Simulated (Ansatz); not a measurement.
Al₂Si. Charge 0, multiplicity 3. Geometry B3LYP-D4/def2-TZVP; atoms count from 1.

```xyz
3

Al    1.4470    0.6032    0.0955
Al   -1.3213    0.2366    0.8154
Si   -0.1257   -0.8398   -0.9109
```

The structure comes from a short search, and lower isomers may exist.

Q: Estimate the Mulliken populations from the PBE0/def2-TZVP orbitals of Ansatz.

A: 
| atom | charge (e) | spin (α − β) |
| --- | --- | --- |
| Al1 | 0.09 | 0.56 |
| Al2 | 0.09 | 0.56 |
| Si3 | -0.19 | 0.89 |
Mulliken values depend strongly on the basis.

Q: Where does the spin sit?

A: Summed by element: Al 1.11, Si 0.89, of 2 unpaired in all. Largest on single atoms: Si3 0.89, Al1 0.56, Al2 0.56.

Q: And the Mayer bond orders between heavy atoms (over 0.3)?

A: Al1–Al2 0.59 (2.88 Å); Al1–Si3 1.42 (2.36 Å); Al2–Si3 1.42 (2.36 Å).
